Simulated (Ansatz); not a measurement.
`C=CC=S` at its PBE0-D4/def2-TZVP geometry, where that method's forces vanish. The species carries charge 0 and has multiplicity 1.

```xyz
8

C    -0.1105   -0.7495    1.0156
C     0.3803    0.2173    0.2351
C    -0.1775    0.5027   -1.0639
S     0.3510    1.6508   -2.0733
H    -0.9514   -1.3559    0.6945
H     0.3092   -0.9631    1.9912
H     1.2212    0.8263    0.5522
H    -1.0223   -0.1288   -1.3513
```

(1) What forces (eV/Å) does PBE-D4/def2-TZVPP give on these atoms in the Gaussian-basis code of Ansatz? (Best estimate.)

Results:

(1) Computed: 
```
C1  -0.127 -0.312  0.300
C2   0.063  0.265 -0.324
C3  -0.036 -0.228  0.305
S4   0.213  0.484 -0.440
H5  -0.177 -0.130 -0.063
H6   0.077 -0.058  0.209
H7   0.188  0.141  0.064
H8  -0.202 -0.162 -0.050
```
